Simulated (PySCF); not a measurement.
## BN⁺: frontier orbitals

LDA at R = 1.440 Å; PySCF, no relativity, basis sets B 6-311G(d,p), N 6-311G(d,p). State: ⁴Σ⁻ (quartet), unpaired electrons σ ↑, π ↑↑. Only the outer orbitals are listed, counted within each symmetry.

```tsv
spin	orbital	occ.	ε (eV)	on B (%)	main shells (%)
α	3σ	1	-31.33	20	73 N s, 10 B s, 8 B p
α	4σ	1	-19.77	33	45 N p, 32 B s, 22 N s
α	1π	1	-18.64	21	79 N p, 19 B p
α	1π	1	-18.64	21	79 N p, 19 B p
α	5σ	1	-16.60	82	45 B s, 37 B p, 16 N p
α	2π	0	-11.79	82	81 B p, 18 N p
α	2π	0	-11.79	82	81 B p, 18 N p
β	3σ	1	-28.78	24	69 N s, 13 B s, 10 B p
β	4σ	1	-17.86	25	50 N p, 25 N s, 23 B s
β	1π	0	-15.86	28	71 N p, 26 B p
β	1π	0	-15.86	28	71 N p, 26 B p
β	5σ	0	-13.73	89	57 B s, 31 B p, 12 N p
```

Task: Which are the highest filled and the lowest empty level, where do they sit, and how wide is the gap?

Result: Highest filled α 5σ at -16.60 eV (in %: 45 B s, 37 B p, 16 N p); lowest empty β 1π at -15.86 eV (in %: 71 N p, 26 B p); the gap at LDA is 0.74 eV.

```json
{
  "bond order (Mayer)": "1.62",
  "⟨S²⟩": "3.752",
  "charge on B (Mulliken, basis-dependent)": "0.73",
  "charge on B (Löwdin, basis-dependent)": "0.53",
  "dipole moment (positive dipole points towards N; it is taken about the centre of mass and depends on that origin)": "-2.57 D",
  "polarisability along the bond": "20.0 bohr³",
  "polarisability across the bond": "11.3 bohr³"
}
```

The state was picked by a PBE0 search and need not be the measured ground state.
